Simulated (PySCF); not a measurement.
# Gas-phase XPS of 1,2-butadiene, computed

Compound: 1,2-butadiene, C4H6.
Cartesian coordinates in Å at the PBE0-D3(BJ)/def2-SVP level; atoms count from 1:
```xyz
10
C4H6 angstrom
C      2.087    0.282   -0.177
C      0.861   -0.175   -0.167
C     -0.369   -0.627   -0.154
C     -1.580    0.158    0.253
H      2.735    0.196    0.703
H      2.508    0.764   -1.066
H     -0.529   -1.668   -0.468
H     -2.308    0.212   -0.573
H     -2.092   -0.325    1.101
H     -1.315    1.183    0.548
```

Computed with delta-SCF UKS SCAN, pcX-2 on the ionised atom, pcseg-1 elsewhere, spin-free X2C (PySCF 2.14.0). Each binding energy is the total energy of the core-ionised species, with the hole localised on one atom, minus that of the ground state; both are solved self-consistently, so orbital relaxation is included.

Give the core binding energies atom by atom.

```json
{"atom(s)": "C1", "environment": "outer carbon of cumulated double bonds", "level": "C 1s", "binding energy (eV)": "290.40", "above the level's lowest (eV)": "+0.09", "count": "1"}
{"atom(s)": "C2", "environment": "central carbon of cumulated double bonds", "level": "C 1s", "binding energy (eV)": "290.31", "above the level's lowest (eV)": "0.00", "count": "1"}
{"atom(s)": "C3", "environment": "outer carbon of cumulated double bonds", "level": "C 1s", "binding energy (eV)": "290.59", "above the level's lowest (eV)": "+0.28", "count": "1"}
{"atom(s)": "C4", "environment": "methyl carbon", "level": "C 1s", "binding energy (eV)": "290.87", "above the level's lowest (eV)": "+0.56", "count": "1"}
```

Lowest listed C 1s: C2, bonded to 2 C (double bond). Highest, 0.56 eV above it: C4, bonded to C and 3 H.

Which photon energy gives electrons from C 1s of C2 a kinetic energy of 50 eV, and what is their de Broglie wavelength?

hν = 290.31 + 50 = 340.31 eV, recoil neglected; λ = 12.264 Å/√(E/eV) = 1.73 Å.

Give the binding energy of C 1s of C2 in hartree and in kJ/mol.

290.31 eV = 10.6687 Eh = 28011 kJ/mol.

Spin contamination (⟨S²⟩ against 0.75 for a pure doublet) is marked for C 1s of C2 (0.89), which makes this value less certain. Geometry: PBE0-D3(BJ)/def2-SVP; no solvent, vibrations or thermal averaging.
